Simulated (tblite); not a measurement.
Species: C5H7O (doublet state).
Structure used (GFN2-xTB), in Å, numbered top down from 1:
```
atom  x, y, z in Å
C1     2.5440   -0.4558    0.1003
O2     1.2411   -0.7123   -0.1916
C3     0.3777    0.4043   -0.2157
C4    -1.0205   -0.0710   -0.5517
C5    -2.2198    0.6130    0.0319
C6    -1.9392   -0.5505    0.5355
H7     3.1371   -1.3399    0.2207
H8     2.8053    0.4623    0.5968
H9     0.7306    1.1247   -0.9711
H10    0.3838    0.9068    0.7642
H11   -1.0836   -0.5249   -1.5369
H12   -2.8221    1.4861   -0.0134
H13   -2.1385   -1.3424    1.2135
```

Level: GFN2-xTB in tblite, geometry and Hessian alike; calculated harmonic values, unscaled, isolated species. This tight-binding method is rough: wavenumbers can miss measured ones by several per cent, in bad cases by 10 to 20. One conformer, not necessarily the lowest. Open shells enter through the occupations alone, without spin polarisation, and single modes of such species can be off by tens of per cent.

Harmonic wavenumbers (cm⁻¹): 48.4, 62.3, 185.5, 247.4, 346.6, 417.7, 478.1, 479.6, 676.9, 748.0, 853.4, 908.3, 938.1, 956.7, 974.4, 1033.2, 1062.9, 1123.8, 1195.3, 1233.3, 1264.9, 1319.5, 1360.3, 1376.3, 1467.7, 1770.2, 2834.5, 2867.5, 2996.3, 3086.4, 3170.3, 3228.5, 3253.9.

A = 13678, B = 1879, C = 1787 MHz; mass 83.050 u (most abundant isotopes); point group C1, symmetry number 1; spin multiplicity 2.

Task: What is the zero-point energy?

Result: ½Σν̃ = 21983 cm⁻¹ = 62.85 kcal/mol.

Task: What is S at 200 K and 1 bar for an ideal gas of classical rigid rotors and harmonic oscillators?

Result: Translation 37.21, rotation 25.16, vibration 12.23, spin (R ln 2) 1.38: S = 76.0 cal/(mol K).

Task: And Cp and H(200 K) − H(0)?

Result: Cp = 20.41 cal/(mol K), of which vibrations give 12.46 (their classical limit is 33 R = 65.6); H(200 K) − H(0) = 2.86 kcal/mol without the zero-point energy, 1.27 from vibrations.

Task: How do the functions run with temperature in this model?

Result: 
| T (K) | S (cal/(mol K)) | Cp (cal/(mol K)) | H − H(0) (kcal/mol) | G − H(0) (kcal/mol) | ln q(vib) |
| --- | --- | --- | --- | --- | --- |
| 150 | 70.6 | 17.3 | 1.92 | -8.67 | 2.15 |
| 250 | 80.9 | 23.7 | 3.96 | -16.26 | 3.75 |
| 298.15 | 85.3 | 27.0 | 5.19 | -20.26 | 4.52 |
| 400 | 94.3 | 33.8 | 8.29 | -29.41 | 6.15 |
| 600 | 110.0 | 43.9 | 16.13 | -49.87 | 9.36 |
| 900 | 129.8 | 53.4 | 30.84 | -85.94 | 13.96 |

q(vib) and H(0) count from the zero-point level.

Task: What must be added to the electronic energy to get the Gibbs energy at 200 K and 1 bar?

Result: ZPE + [H(200 K) − H(0)] − T·S = 62.85 + 2.86 − 15.19 = 50.52 kcal/mol.

Task: Blend soft modes into free rotors: weight 1/[1 + (100 cm⁻¹/ν̃)⁴] for the oscillator and the rest for a rotor with moment μB/(μ + B), μ = h/(8π²ν), B = 10⁻⁴⁴ kg m². What vibrational entropy results?

Result: 10.82 cal/(mol K) in place of 12.23, which changes −T·S at 200 K by +0.28 kcal/mol.

Hindered rotation and anharmonicity are outside this model. Other conformers, if any are populated, would add a mixing term that is left out. The structure is chiral; the term R ln 2 for an equal mix with its mirror image is left out.
